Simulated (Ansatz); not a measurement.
Reaction: C2HO (SMILES [CH]=C=O, doublet) → C2HO (SMILES C(#[C])O, doublet)
Each species at its own B3LYP-D3(BJ)/def2-TZVP minimum (Ansatz, a quantum-chemistry and plane-wave program), one conformer.

Quantity: isomerisation energy (electronic), in kcal/mol. Open shells are spin-unrestricted; no spin-orbit coupling. CBS(X,Y): correlation extrapolated as X^-3, Hartree-Fock from the larger set. A bracket is a step between two methods taken in the basis named. Functionals run without relativity, which enters their misses. '+ core + X2C': CCSD(T) terms for core correlation (cc-pwCVTZ) and scalar relativity (cc-pVTZ-DK). The UHF reference of C2HO ([CH]=C=O, doublet) is spin-contaminated (<S^2> up to 0.07 over the pure value in the sets run).

CCSD(T)/CBS(cc-pVTZ,cc-pVQZ) + [CCSDT(Q) - CCSD(T)]/cc-pVTZ + core + X2C (Ansatz) gives 55.0 kcal/mol.

Task: What does PBE/def2-TZVPD (Ansatz) give here, and how do the other levels compare?

Result: PBE gives 58.8 kcal/mol, 3.8 kcal/mol above it. Differences of the others: r2SCAN/def2-TZVPD (Ansatz) 4.9; B3LYP/def2-TZVPD (Ansatz) 2.1; PBE0/def2-TZVPD (Ansatz) 2.2; wB97M-V/def2-TZVPD (Ansatz) -1.5; CCSD(T)/CBS(cc-pVTZ,cc-pVQZ) + core + X2C (Ansatz) -0.3 kcal/mol. Nearer than PBE: B3LYP/def2-TZVPD, PBE0/def2-TZVPD, wB97M-V/def2-TZVPD, CCSD(T)/CBS(cc-pVTZ,cc-pVQZ) + core + X2C.
